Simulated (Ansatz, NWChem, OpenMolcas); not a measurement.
Li2 (lithium dimer): the vertical ionisation energy, rung by rung

Li2: 2 atoms, total charge 0, spin state singlet. As SMILES, `[Li][Li]`. Geometry: the measured bond length.

```xyz
2

Li    0.0000    0.0000    0.0000
Li    0.0000    0.0000    2.6729
```

Quantity: the vertical ionisation energy (to the doublet cation), in eV. The values are calculated.

```
                            level                    kind     program  value (eV)  CPU time (all runs)
                   HF/aug-cc-pVTZ            Hartree–Fock  OpenMolcas        4.35                7.7 s
                SVWN5/aug-cc-pVTZ                     LDA      Ansatz        5.31                4.4 s
                  PBE/aug-cc-pVTZ                     GGA      Ansatz        5.26                7.6 s
                 TPSS/aug-cc-pVTZ                meta-GGA      NWChem        5.28                 18 s
                BHLYP/aug-cc-pVTZ           global hybrid      Ansatz        5.17                  9 s
              r2SCAN0/aug-cc-pVTZ         hybrid meta-GGA      Ansatz        5.04                 16 s
            CAM-B3LYP/aug-cc-pVTZ  range-separated hybrid      Ansatz        5.27                 11 s
              RPA@PBE/aug-cc-pVTZ                     RPA      Ansatz        5.63                 12 s
                 CCSD/aug-cc-pVTZ   coupled cluster or CI      Ansatz        5.22                 13 s
FCI/3-21G, open shells restricted      exact in the basis  OpenMolcas        5.07                 15 s
```

The values span 4.35 to 5.63 eV. High-level rows in very small sets aren't better than simpler rows in larger ones. Times are those of the runs behind each value, whatever else they computed, on shared processors of several kinds: orders of magnitude only.
